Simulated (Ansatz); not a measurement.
```xyz
9

C     1.080   -0.158    0.199
S    -0.657   -0.329   -0.025
O    -0.926   -0.722   -1.373
O    -1.185   -1.052    1.079
O    -1.140    1.184    0.130
H     1.263    0.282    1.178
H     1.501   -1.162    0.150
H     1.485    0.464   -0.597
H    -1.421    1.495   -0.741
```

Charge 0, multiplicity 1.

**Question.** List the r2SCAN/def2-TZVPP orbital energies in eV (the Gaussian-basis code of Ansatz). (Estimate.)

**Answer.** Computed: Occupied: -2414.91, -517.55, -515.90, -515.83, -274.34, -218.47, -162.59, -162.49, -162.49, -30.63, -27.78, -26.99, -20.60, -16.96, -14.20, -13.04, -12.65, -11.84, -11.47, -11.05, -9.64, -8.92, -8.33, -8.28, -7.85. Lowest empty: 0.38, 0.98, 1.79, 1.82, 2.14, 2.39, 3.12, 3.36.
